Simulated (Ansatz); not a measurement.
CoSi2: short dynamics, then relaxation

A packing of 24 atoms, thrown in at random and pushed apart as soft spheres with like charges further apart (8 Co, 16 Si) went through Langevin stages in a fixed cell of 14.96 Å³/atom, at one k point, without spin and with a Fermi–Dirac width of kT (0.05 eV at least). All numbers below come from DFT PBE, scalar-relativistic, plane waves, PAW in Ansatz.

```csv
thermostat (K),duration (fs),friction (1/fs),cutoff (eV),mean T (K),mean P (GPa),mean square displacement (Å²)
2490,72,0.030,320,2337,-2.1,0.36
2490,150,0.005,420,2581,-1.0,1.08
1790,114,0.005,420,1933,-3.0,0.55
990,138,0.015,420,1106,-6.9,0.29
300,228,0.015,420,354,-5.9,0.25
```

Means run over the second half of a stage; pressure includes the kinetic part; displacements count from the stage's start, the atoms' common shift taken off. In so short a run the atoms moved about a bond length or less in the hot stages, so this is an annealed packing, not a quenched equilibrium liquid.

Cell and atoms were then relaxed on coarser meshes and computed once more: Settings: cutoff 420 eV, Γ-centred mesh 2×2×3 on the computed 24-atom cell, Gaussian smearing of 0.10 eV; collinear spin from starting moments 0 0 0 0 0 0 0 0 0 0 0 0 0 0 0 0 3 3 3 3 3 3 3 3 μB.

Question: What structure is left?

Answer: One draw of many: 13.54 Å³/atom with no gap on the mesh, 0.10 eV/atom below the elements' standard states (static lattices, no corrections for gases) (a random packing after short dynamics, relaxed). One magnetic start was tried.

Counting as bonded all pairs within 1.2 times the summed covalent radii:

```csv
atom → neighbour,mean count,mean length (Å),spread (Å)
Co → Co,2.25,2.78,0.11
Co → Si,6.88,2.38,0.13
Si → Co,3.44,2.38,0.13
Si → Si,3.38,2.52,0.10
```

Angles between all pairs of such bonds at an atom (mean ± spread): 98 ± 34° at Co, 97 ± 32° at Si.

```
Si Co
1.0
     6.94931   -0.08557   -0.06932
    -0.08356    7.02926   -0.11850
    -0.07117   -0.10820    6.65520
Si Co
16 8
Direct
  0.50857 0.59729 0.69506
  0.01048 0.63311 0.41806
  0.16010 0.05748 0.76411
  0.66749 0.60524 0.02422
  0.39086 0.33577 0.91146
  0.76266 0.06047 0.31288
  0.76948 0.85708 0.60614
  0.62893 0.32455 0.53291
  0.35599 0.54826 0.33309
  0.12863 0.11515 0.38005
  0.04159 0.76581 0.93324
  0.89525 0.38283 0.21178
  0.67949 0.12278 0.96488
  0.46849 0.90080 0.40299
  0.41569 0.83794 0.96916
  0.04525 0.37321 0.90015
  0.25246 0.76977 0.63572
  0.98540 0.07832 0.05863
  0.86718 0.15896 0.67292
  0.20034 0.37706 0.58813
  0.20367 0.82605 0.23084
  0.48007 0.06608 0.71279
  0.57467 0.34516 0.19643
  0.85075 0.57326 0.72175
```

The final mesh leaves forces up to 0.38 eV/Å and stresses up to 0.8 GPa: the relaxation ran on a coarser mesh, so the cell's shape, its bonds and its energy belong partly to that mesh.

The relaxation stopped before its thresholds.

The k mesh is coarse.

Cost: 6 runs of about 76 core-minutes in all (earlier runs that led there not counted), on Intel Xeon Processor @ 2.50GHz (Skylake/Cascade Lake) (shared hosts).